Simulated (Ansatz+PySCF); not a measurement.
Values are calculated unless marked as measured or tabulated.
This PySCF input gave a total energy of -153.89765 hartree.

```python
from pyscf import gto, scf

mol = gto.M(atom="""
O 0.000000 0.000000 -0.624100
C 0.000000 1.253880 0.203140
C 0.000000 -1.253880 0.203140
H 0.000000 2.183100 -0.535940
H -0.966840 1.331500 0.906760
H 0.966840 1.331500 0.906760
H 0.000000 -2.183100 -0.535940
H 0.966840 -1.331500 0.906760
H -0.966840 -1.331500 0.906760
""", basis='def2-svp', charge=0, spin=0)
mf = scf.RHF(mol)
mf.init_guess = '1e'
mf.kernel()
while True:  # follow internal instabilities
    mo, _, stable, _ = mf.stability(return_status=True)
    if stable: break
    mf.kernel(mf.make_rdm1(mo, mf.mo_occ))
print(mf.converged, mf.e_tot, mf.spin_square()[0])
```

**Question.** Write an input for Ansatz with the same method and basis set.

**Answer.**

```yaml
crystal:
  periodic: [false, false, false]
  atoms:
    - { symbol: O, position_ang: [0.0, 0.0, -0.6241] }
    - { symbol: C, position_ang: [0.0, 1.25388, 0.20314] }
    - { symbol: C, position_ang: [0.0, -1.25388, 0.20314] }
    - { symbol: H, position_ang: [0.0, 2.1831, -0.53594] }
    - { symbol: H, position_ang: [-0.96684, 1.3315, 0.90676] }
    - { symbol: H, position_ang: [0.96684, 1.3315, 0.90676] }
    - { symbol: H, position_ang: [0.0, -2.1831, -0.53594] }
    - { symbol: H, position_ang: [0.96684, -1.3315, 0.90676] }
    - { symbol: H, position_ang: [-0.96684, -1.3315, 0.90676] }
basis:
  gaussian: { orbitals: def2-SVP }
hamiltonian:
  xc: hf
```

Ansatz (development build ahead of 0.2.0) gave -153.89765 hartree, 0.08 meV from the first.
